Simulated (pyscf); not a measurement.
`[F][Si]([SiH3])([SiH3])[SiH3]` + `[NH3]` → `[NH2][SiH2][Si]([F])([SiH3])[SiH3]` + `[H][H]` (four-centre exchange; singlet surface; H–Si, H–N broken, N–Si, H–H formed). PySCF, gas phase, ωB97X-D3(BJ)/def2-SVP geometries. Rate constants from transition-state theory, ωB97M-D3(BJ)/def2-TZVP energies (ideal gas, 1 atm, RRHO with modes under 100 cm⁻¹ raised to 100, one conformer, R ln 2 for chiral ones without a mode under 150 cm⁻¹; no tunnelling), k in cm³ molecule⁻¹ s⁻¹.

| T (K) | 1000/T | log10 k |
|---|---|---|
| 298 | 3.354 | -43.83 |
| 600 | 1.667 | ? |
| 900 | 1.111 | -23.27 |
| 1200 | 0.833 | -20.51 |

Problem. Fit an Arrhenius line to the three values, give the activation energy, and predict k at 600 K.

Solution. Least squares gives log10 k = -12.92 − 9.22 × 1000/T, so Ea = 9.22 × ln 10 × 1.987 = 42.2 kcal/mol, against an electronic barrier of 42.0. At 600 K the line gives -28.29; the computed value is -28.52 (ΔG‡ = 61.9 kcal/mol), a factor 1.7 under the line, since the plot is curved. On the reactant side the descent ends in a complex (not fully relaxed), 6.3 kcal/mol under the separated species and 48.8 kcal/mol under the saddle at ωB97X-D3(BJ)/def2-TZVP. At the saddle there is also a short H–Si contact that neither side keeps. One saddle was located; it need not be the lowest between these sides.
